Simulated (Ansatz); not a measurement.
# C₅H₉F: basis-set convergence

An exercise on one series of results from a longer session: the logs are not shown, and one member is left open.

Program: Ansatz 0.2.0, Gaussian basis. Level of theory: one geometry, several basis sets. These are calculated values, not measurements.

Levels to be run: PBE0-D4/def2-SVP; ωB97M-V/def2-SVP; PBE0-D4/def2-QZVPP; ωB97M-V/def2-QZVPP; the functionals' def2-TZVPP values are taken from earlier runs.

## Structure used throughout

All runs share one geometry, relaxed beforehand with PBE0-D4 in a triple-zeta def2 set.

SMILES `FC1CCCC1`, 15 atoms, charge 0, spin multiplicity 1.

Atoms are counted from 1 here; the program's logs count them from 0.

Bond lengths: F1–C2 1.398 Å, C2–C3 1.527 Å, C2–C6 1.515 Å, C2–H7 1.093 Å, C3–C4 1.543 Å, C3–H8 1.091 Å, C3–H9 1.092 Å, C4–C5 1.531 Å, C4–H10 1.094 Å, C4–H11 1.091 Å, C5–C6 1.525 Å, C5–H12 1.091 Å, C5–H13 1.093 Å, C6–H14 1.091 Å, C6–H15 1.096 Å. Angles: F1–C2–C3 109.0°, F1–C2–C6 108.5°, F1–C2–H7 106.2°, C3–C2–C6 105.2°, C3–C2–H7 113.7°, C6–C2–H7 114.1°, C2–C3–C4 106.2°, C2–C3–H8 108.7°, C2–C3–H9 110.5°, C4–C3–H8 112.8°, C4–C3–H9 111.6°, H8–C3–H9 107.1°, C3–C4–C5 105.2°, C3–C4–H10 110.0°, C3–C4–H11 112.5°, C5–C4–H10 109.8°, C5–C4–H11 112.5°, H10–C4–H11 106.9° and more.

Geometry (Å):

| atom | x (Å) | y (Å) | z (Å) |
| --- | --- | --- | --- |
| F1 | -1.9821 | 0.2632 | 0.8361 |
| C2 | -1.2210 | 0.0366 | -0.3139 |
| C3 | -0.3831 | -1.2241 | -0.1156 |
| C4 | 1.0258 | -0.7442 | 0.2899 |
| C5 | 0.8882 | 0.7642 | 0.5152 |
| C6 | -0.2180 | 1.1632 | -0.4552 |
| H7 | -1.9320 | -0.0332 | -1.1408 |
| H8 | -0.8565 | -1.8415 | 0.6497 |
| H9 | -0.3585 | -1.8149 | -1.0337 |
| H10 | 1.7331 | -0.9336 | -0.5223 |
| H11 | 1.4074 | -1.2648 | 1.1696 |
| H12 | 1.8215 | 1.3061 | 0.3520 |
| H13 | 0.5624 | 0.9683 | 1.5388 |
| H14 | -0.6707 | 2.1360 | -0.2572 |
| H15 | 0.1615 | 1.1680 | -1.4833 |

The first run:

in.yaml reads:

```yaml
crystal:
  periodic: [false, false, false]
  atoms:
    - {symbol: F, position_ang: [-1.982121, 0.263202, 0.836131]}
    - {symbol: C, position_ang: [-1.220970, 0.036610, -0.313946]}
    - {symbol: C, position_ang: [-0.383120, -1.224121, -0.115576]}
    - {symbol: C, position_ang: [1.025845, -0.744186, 0.289910]}
    - {symbol: C, position_ang: [0.888213, 0.764184, 0.515213]}
    - {symbol: C, position_ang: [-0.217968, 1.163169, -0.455248]}
    - {symbol: H, position_ang: [-1.932017, -0.033209, -1.140790]}
    - {symbol: H, position_ang: [-0.856494, -1.841524, 0.649671]}
    - {symbol: H, position_ang: [-0.358531, -1.814927, -1.033693]}
    - {symbol: H, position_ang: [1.733146, -0.933591, -0.522319]}
    - {symbol: H, position_ang: [1.407382, -1.264785, 1.169592]}
    - {symbol: H, position_ang: [1.821496, 1.306058, 0.351992]}
    - {symbol: H, position_ang: [0.562372, 0.968292, 1.538790]}
    - {symbol: H, position_ang: [-0.670743, 2.136027, -0.257155]}
    - {symbol: H, position_ang: [0.161509, 1.168001, -1.483272]}
basis:
  gaussian: {orbitals: def2-SVP}
hamiltonian: {xc: pbe0, dispersion: d4}
output: {orbitals: {seedname: orbitals}}
```

Launch:

```bash
$ ansatz run in.yaml --threads 4 --pin off --events-out ev --progress --plain --max-ram 11315MiB
```

Steps of the session up to this table: PBE0-D4 in def2-SVP; ωB97M-V in def2-SVP; PBE0-D4 in def2-QZVPP; ωB97M-V in def2-QZVPP.

One of the session's tables, all rows but one given; the rest of the session is left out.

It belongs to the step «Density functionals: the series». 

```
functional       basis  HOMO (eV)  LUMO (eV)
   PBE0-D4    def2-SVP          ?          ?
   PBE0-D4  def2-TZVPP      -8.83       1.09
   PBE0-D4  def2-QZVPP      -8.85       0.67
   ωB97M-V    def2-SVP     -11.13       3.25
   ωB97M-V  def2-TZVPP     -11.19       2.52
   ωB97M-V  def2-QZVPP     -11.22       1.84
```

Estimate the missing values for PBE0-D4, def2-SVP.

As computed: HOMO (eV): -8.77; LUMO (eV): 1.60. In the column «HOMO (eV)» it is the highest.
